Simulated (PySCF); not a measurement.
Si₂, SMILES [Si]=[Si] (connectivity only; charge and spin as stated), neutral, multiplicity 3. Geometry optimised at PBE0-D3(BJ)/def2-TZVPD.

Level of theory: PBE0-D3(BJ)/def2-TZVPD in PySCF 2.14.0.

Harmonic wavenumbers (cm⁻¹): 520. Rotational constants (GHz): 7.093 (linear); symmetry number 2.

Problem. Work out the zero-point energy and the ideal-gas rigid-rotor harmonic-oscillator thermochemistry at 298.15 K and 1 atm.

Solution. ZPE = ½ Σ hcν = ½ × 520 cm⁻¹ = 0.74 kcal/mol. H − E(el) = 2.95 kcal/mol. Entropy in cal/(mol K): translation 38.00, rotation 14.07, vibration 0.61, spin 2.18, total 54.87. G − E(el) = -13.41 kcal/mol. Cp = 8.16 cal/(mol K).
